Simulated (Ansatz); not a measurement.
1T (CdI2-type) PdTe₂

The numbers are results of PBEsol-D3(BJ) in Ansatz (plane waves, PAW), not measurements.

Settings: plane-wave cutoff 520 eV, 18×18×12 k mesh (along the axes of the cell as run), Fermi–Dirac smearing 0.05 eV, scalar-relativistic PAW data made under PBE.

Cell (relaxed at this level):

```cif
data_PdTe2
_chemical_formula_sum 'Te2 Pd1'
_space_group_name_H-M_alt 'P 1'
_space_group_IT_number 1
_cell_length_a 3.99544
_cell_length_b 3.99544
_cell_length_c 4.93851
_cell_angle_alpha 90.000
_cell_angle_beta 90.000
_cell_angle_gamma 120.000
loop_
_space_group_symop_operation_xyz
  'x, y, z'
loop_
_atom_site_label
_atom_site_type_symbol
_atom_site_fract_x
_atom_site_fract_y
_atom_site_fract_z
_atom_site_occupancy
Te1 Te 0.33333 0.66667 0.27388 1
Te2 Te 0.66667 0.33333 0.72612 1
Pd1 Pd 0.00000 0.00000 0.00000 1
```

```json
{
  "bulk modulus B0": "85.8 GPa",
  "band_gap": "none",
  "pressure derivative B′ of the bulk modulus": "7.0"
}
```

Note: the volume lies 6 % below that of the published cell; the bulk modulus comes from volumes at which shape and atoms were relaxed.

Spin–orbit coupling is not included; it can open a gap where bands touch, and shift volumes and moduli.

Static lattice: no zero-point or thermal effects.

The result took about 30 core-minutes (a rough figure).

Ansatz is a first-principles code.
